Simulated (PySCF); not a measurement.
Species: CCl₃F.
Structure used (PBE0-D3(BJ)/def2-SVP), in Å, numbered top down from 1:
```
atom  x, y, z in Å
F1    -0.9961    0.9751   -0.1244
C2    -0.0520    0.0510   -0.0065
Cl3    0.6091    0.1269    1.6296
Cl4   -0.7738   -1.5341   -0.3034
Cl5    1.2129    0.3811   -1.1954
```

Computed at PBE0/pcSseg-1 (PySCF, non-relativistic), with Q(35Cl) = −0.0817 b: Cl3, 35Cl (I = 3/2): χzz = -84.42 MHz, η = 0.016.

Question: Find the zero-field quadrupole resonance frequencies of 35Cl at Cl3.

Answer: From ν = (|χ|/2)√(1 + η²/3): ν = 42.21 MHz (chlorine of a CCl3 group). For 37Cl the ratio of quadrupole moments, 0.7881, gives 33.27 MHz.

Question: Apply the simplest Townes–Dailey estimate (no s hybridisation, no π bonding), ionic character = 1 − χzz/χ0, where χ0 is the coupling for one missing p electron along the bond: −109.74 MHz for 35Cl.

Answer: Cl3 on C2: 1 − (-84.42)/(-109.74) = 0.23. In this model a purely covalent bond gives χ0 and a free halide ion gives zero; s hybridisation or π bonding, where present, is counted here as ionic character.

In a crystal, neighbours and librations shift these lines. Isolated species at its PBE0-D3(BJ)/def2-SVP geometry, gas phase. With a basis this small, the couplings can be 20 % off.
